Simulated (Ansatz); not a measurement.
`[CH3][AlH][SH]` + Cl• → `[CH3][Al][SH]`• + HCl at 600 K and 1 bar (hydrogen abstraction from the Al–H bond).

Isolated molecules relaxed with PBE0-D4/def2-TZVP in Ansatz; ΔE leaves out vibrations. CCSD(T)/CBS adds triple-zeta CCSD(T) − MP2 to the extrapolated MP2 energy (def2 sets, frozen cores). This one scheme is used for every species, atoms too. No spin–orbit coupling; open shells (•) take unrestricted orbitals. Spin–orbit coupling would lower the free atoms: a little for Cl. Each species was taken in one conformer, which may not be the lowest.

| species | CCSD(T)/CBS energy (Eh) | H − E (kJ/mol) | S (J/(mol·K)) |
| --- | --- | --- | --- |
| `[CH3][AlH][SH]` | -680.89694 | 186.2 | 392.5 |
| Cl• | -459.70966 | 12.5 | 182.8 |
| `[CH3][Al][SH]`• | -680.25581 | 162.5 | 390.9 |
| HCl | -460.38127 | 35.4 | 207.2 |

H − E and S are ideal-gas, rigid-rotor, harmonic terms from PBE0-D4/def2-TZVP, for one conformer and one mirror image of each species, with the whole ground term of open shells counted as degenerate. 1 Eh = 2625.50 kJ/mol, R = 8.31446 J/(mol·K).

By hand: ΔE, ΔH, ΔS and ΔG.

ΔE = (-680.25581) + (-460.38127) − (-680.89694) − (-459.70966) = -0.03048 Eh = -80.0 kJ/mol. Δ(H − E) = 162.5 + 35.4 − 186.2 − 12.5 = -0.8, so ΔH = -80.8 kJ/mol. ΔS = 390.9 + 207.2 − 392.5 − 182.8 = 22.8 J/(mol·K). ΔG = -80.8 − 600 × (22.8)/1000 = -94.5 kJ/mol.

By hand: the equilibrium constant, and the temperature at which ΔG would vanish if ΔH and ΔS stayed fixed.

log₁₀ K = −ΔG/(RT ln 10) = 8.2. ΔH and −TΔS have one sign here, so there is no such temperature.

ΔH outweighs TΔS. A doubt of 5 kJ/mol in ΔE shifts log₁₀ K by 0.4 here. Other conformers and mirror images would add mixing entropy, several J/(mol·K) or more a flexible species. Modes under 60 cm⁻¹, often nearly free rotors, make the harmonic entropy too high. These are equilibria of isolated gas molecules and say nothing of rates. Largest T1 diagnostic: 0.014 (customary marks: 0.02 for closed shells, 0.045 for open ones).
